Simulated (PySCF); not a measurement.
# One molecule, a ladder of functionals, a line

Molecule: SMILES CCC(C)(C)F, C₅H₁₁F.

Cartesian coordinates in Å; atom numbers follow the order of the lines, from 1:
```xyz
17

C     1.981   -0.568    0.182
C     0.933    0.436   -0.268
C    -0.472    0.181    0.276
C    -1.420    1.302   -0.109
C    -1.027   -1.178   -0.114
F    -0.378    0.193    1.671
H     2.986   -0.256   -0.140
H     1.986   -0.650    1.278
H     1.801   -1.571   -0.232
H     1.227    1.446    0.062
H     0.877    0.474   -1.369
H    -1.548    1.351   -1.200
H    -2.406    1.142    0.351
H    -1.028    2.269    0.239
H    -0.396   -1.985    0.282
H    -1.082   -1.280   -1.208
H    -2.039   -1.305    0.299
```

GIAO shieldings (ppm, equivalent atoms averaged) in PySCF 2.14.0 with density-fitted response routines on the PBE0-D3(BJ)/def2-SVP geometry, basis pcSseg-1, gas phase, non-relativistic:

| functional | exact exchange (%) | σ(C3) | σ(F6) |
| --- | --- | --- | --- |
| BLYP | 0 | 78.6 | 343.4 |
| BP86 | 0 | 84.0 | 343.3 |
| PBE | 0 | 84.8 | 342.8 |
| B3LYP | 20 | 85.5 | 355.9 |
| PBE0 | 25 | 92.9 | 358.2 |
| BHandHLYP | 50 | 94.7 | 372.5 |
| HF | 100 | 109.6 | 397.1 |

**Question.** Fit each shielding as a line in the percentage of exact exchange.

**Answer.** σ(C3) = 82.5 + 0.27 x (rms 2.5 ppm); σ(F6) = 343.9 + 0.54 x (rms 1.0 ppm). The functionals also differ in their semilocal parts, which the line can't hold; Hartree–Fock has no correlation at all.

**Question.** What does the line predict for mPW1PW91 (25 %), and what does the run give?

**Answer.** σ(C3): 89.2 predicted, 92.0 computed; σ(F6): 357.4 predicted, 358.9 computed ppm.
